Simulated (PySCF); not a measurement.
A GIAO shielding run with PySCF 2.14 (density fitting, non-relativistic, gas phase) on SMILES S=C=S, CS$_{2}$:

```
$ OMP_NUM_THREADS=1 python probes_run.py task.json out

{"job": {"kind": "nmr", "xc": "wB97X-D", "basis": "pcSseg-2", "pop": false}, "charge": 0, "multiplicity": 1}
S     -1.443931     0.386775     0.002608
C      0.070174     0.061943    -0.008371
S      1.584163    -0.261940    -0.019335
```

Hardware: 1 thread of an Intel Xeon, shared host.

**Question.** How large is the calculation?

**Answer.** 38 electrons, 122 basis functions and 412 auxiliary functions.

**Question.** How long does it take, and how much memory does it need?

**Answer.** 4.1 s of wall time, with 12 SCF cycles and 7 response iterations; peak memory 0.57 GiB. Times on a shared host scatter by some tens of per cent.

**Question.** And these other runs on the same molecule and hardware: GIAO shielding at B97-2/pcSseg-2; GIAO shielding at KT3/pcSseg-2; GIAO shielding at PBE0/pcSseg-2?

**Answer.** B97-2/pcSseg-2: 122 functions, 3 s; KT3/pcSseg-2: 122 functions, 3.8 s; PBE0/pcSseg-2: 122 functions, 3.6 s.
